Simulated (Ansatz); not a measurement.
Cost and result up the ladder for BH₂Cl (4 atoms). Charge 0, multiplicity 1. Geometry: PBE0-D4/def2-TZVP.

```csv
atom,x (Å),y (Å),z (Å)
B1,-0.0579,-0.0512,0.1313
H2,-0.9620,-0.8240,0.0834
H3,0.4187,0.3445,1.1477
Cl4,0.6011,0.5307,-1.3624
```

Ansatz on 4 threads of Arm Neoverse V1 on a shared host. Times are rough, and most runs start from the orbitals of an earlier one. CAM-B3LYP-D4/def2-TZVP serves as the yardstick here, not as an exact answer. Differences are given only for rows in sets of like size (and for xTB, whose basis is part of the method), since another set adds its own error. Binding counts from free atoms at the same level (B doublet, H doublet, Cl doublet; other spins of the atoms weren't run), without zero-point energy or a counterpoise term.

LC-ωPBE has ω = 0.4 bohr⁻¹. B3LYP takes the VWN-RPA correlation. HSE06 is defined as in plane-wave codes, on full-range PBE exchange. Correlated methods freeze 6 core orbitals.

Correlated methods converge slowly with the basis.

| level | functions | wall time | binding energy per atom (eV) | difference from CAM-B3LYP-D4/def2-TZVP (eV) |
| --- | --- | --- | --- | --- |
| HF/6-31G | 26 | 0.1 s | 2.41 | – |
| PBE-D4/def2-SVP | 42 | 0.2 s | 3.30 | – |
| B3LYP-D4/6-31G | 26 | 0.2 s | 3.12 | – |
| MP2/def2-TZVP | 80 | 0.2 s | 3.19 | -0.07 |
| LDA (SPW92)/def2-TZVP | 80 | 0.25 s | 3.62 | 0.36 |
| revPBE-D4/def2-TZVP | 80 | 0.3 s | 3.21 | -0.04 |
| HSE06-D4/def2-TZVP | 80 | 0.4 s | 3.26 | 0.00 |
| CAM-B3LYP-D4/def2-TZVP | 80 | 0.4 s | 3.26 | 0.00 |
| PBE-D4/def2-TZVPD | 101 | 0.45 s | 3.28 | 0.02 |
| B3LYP-D4/def2-TZVP (with forces) | 80 | 0.45 s | 3.25 | -0.01 |
| PBE0-D4/def2-TZVPD | 101 | 0.45 s | 3.25 | 0.00 |
| LC-ωPBE/def2-TZVP | 80 | 0.45 s | 3.22 | -0.03 |
| CCSD(T)/def2-TZVPD | 101 | 0.75 s | 3.14 | -0.12 |
| r2SCAN-D4/def2-TZVPD | 101 | 0.95 s | 3.28 | 0.02 |
